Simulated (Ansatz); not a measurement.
# [SiH3]− (SMILES [SiH3-]) at PBE/cc-pVTZ

What is the vertical ionisation energy of [SiH3]− at PBE/cc-pVTZ? 

The calculation is run with Ansatz 0.2.0.

2 further runs of the same task are left out: 2 set aside as unsound or not needed.

### 1 Starting point

[SiH3]− has 4 atoms, charge -1, and is taken as a singlet. As SMILES, `[SiH3-]`. Geometry: relaxed at PBE0-D4/def2-TZVPD.

Bond lengths: Si1–H2 1.546 Å, Si1–H3 1.546 Å, Si1–H4 1.546 Å. Angles: H2–Si1–H3 94.1°, H2–Si1–H4 94.1°, H3–Si1–H4 94.1°.

### 2 A single-point energy at PBE/cc-pVTZ

File input.yaml:

```yaml
crystal:
  periodic: [false, false, false]
  atoms:
    - symbol: Si
      position_ang: [0.539700, -0.050700, -0.300900]
    - symbol: H
      position_ang: [0.426600, 0.622300, 1.085900]
    - symbol: H
      position_ang: [-0.298500, -1.283700, 0.106800]
    - symbol: H
      position_ang: [-0.667800, 0.712200, -0.891800]
basis:
  gaussian: {orbitals: cc-pVTZ}
total_charge: -1
hamiltonian: {xc: pbe}
accuracy: high
output: {orbitals: {seedname: orbitals}}
```

On the command line:

```console
ansatz run input.yaml --threads 1 --pin off --max-ram 3480MiB --events-out events.jsonl --progress --plain --runs-dir runs
```

What it wrote:

```text
Warning: RAYON_NUM_THREADS=1 ignored (pool sized by the plan → 1); use --threads N
Functional definition: PBE
  name "PBE"
  parameter kappa = 0.804
  parameter beta = 0.06672455060314922
  exchange = pbe_x(kappa = kappa, mu = beta*pi^2/3)
  correlation = pbe_c(beta = beta)
1276 factors; integrals over basis functions are off by at most 3.4e-9 eV
mean field evaluation 1: about -7921.4898 eV, gradient 1.1e1 eV
mean field evaluation 2: about -7921.6248 eV, gradient 7.7e0 eV
mean field evaluation 4: about -7921.8414 eV, gradient 2.0e-1 eV
mean field evaluation 8: about -7921.8376 eV, gradient 9.7e-3 eV
mean field evaluation 16: about -7921.8376 eV, gradient 1.5e-7 eV
mean field -7921.83755986 eV, -291.1221607105 hartree, gradient 1.7e-8 eV, S^2 0.000000; 0 other end points of the search recorded, 0 dependent functions left out
reference -7921.83756242 eV, -291.1221608046 hartree; 9, 9 occupied and 67, 67 virtual orbitals, 1276 factors
Total energy: -7921.83756242 eV, -291.1221608046 hartree
```

It took 2.1 s on 1 thread of Arm Neoverse V2, shared host; peak memory 0.13 GiB.

### 3 Doublet neutral SiH3 at the same level

File run.yaml:

```yaml
basis:
  gaussian: {orbitals: cc-pVTZ}
crystal:
  periodic: [false, false, false]
  atoms:
    - {symbol: Si, position_ang: [0.539700, -0.050700, -0.300900]}
    - {symbol: H, position_ang: [0.426600, 0.622300, 1.085900]}
    - {symbol: H, position_ang: [-0.298500, -1.283700, 0.106800]}
    - {symbol: H, position_ang: [-0.667800, 0.712200, -0.891800]}
magnetization: {spin_polarized: true, initial_magnetization: 1}
hamiltonian: {xc: {name: PBE}}
accuracy: high
output: {orbitals: {seedname: orbitals}}
```

On the command line:

```console
ansatz run run.yaml --threads 1 --pin off --max-ram 3480MiB --events-out events.jsonl --progress --plain --runs-dir runs
```

What it wrote:

```text
Warning: RAYON_NUM_THREADS=1 ignored (pool sized by the plan → 1); use --threads N
Functional definition: PBE
  name "PBE"
  parameter kappa = 0.804
  parameter beta = 0.06672455060314922
  exchange = pbe_x(kappa = kappa, mu = beta*pi^2/3)
  correlation = pbe_c(beta = beta)
1276 factors; integrals over basis functions are off by at most 3.4e-9 eV
mean field evaluation 1: about -7918.8896 eV, gradient 1.2e1 eV
mean field evaluation 2: about -7918.8551 eV, gradient 1.2e1 eV
mean field evaluation 4: about -7920.1504 eV, gradient 6.3e-1 eV
mean field evaluation 8: about -7920.1471 eV, gradient 1.5e-3 eV
mean field evaluation 16: about -7920.1471 eV, gradient 6.5e-7 eV
mean field -7920.14709459 eV, -291.0600372577 hartree, gradient 5.9e-8 eV, S^2 0.752665; 0 other end points of the search recorded, 0 dependent functions left out
reference -7920.14709749 eV, -291.0600373642 hartree; 9, 8 occupied and 67, 68 virtual orbitals, 1276 factors
Total energy: -7920.14709749 eV, -291.0600373642 hartree
```

It took 3.3 s on 1 thread of Arm Neoverse V2, shared host; peak memory 0.16 GiB.

### 4 Outcome

Level: PBE/cc-pVTZ.

```
                                                              quantity          value
                                         singlet [SiH3]−: total energy  -291.12216 Eh
                                          singlet [SiH3]−: HOMO energy        1.44 eV
                                          singlet [SiH3]−: LUMO energy        6.00 eV
singlet [SiH3]−: HOMO–LUMO gap (to an unbound level, set by the basis)        4.56 eV
                                    doublet neutral SiH3: total energy  -291.06004 Eh
              doublet neutral SiH3: HOMO energy (highest over α and β)       -6.51 eV
               doublet neutral SiH3: LUMO energy (lowest over α and β)       -4.70 eV
                                            doublet neutral SiH3: ⟨S²⟩          0.753
                   vertical detachment energy (to the doublet neutral)       1.690 eV
```

The vertical ionisation energy comes to 1.69 eV (163 kJ/mol). The negative HOMO energy of the first species, -1.44 eV, lies 3.13 eV below that difference. The HOMO (singlet [SiH3]−) lies at positive energy, 1.44 eV, as semi-local functionals often give for anions; only total energies tell whether the electron is bound.
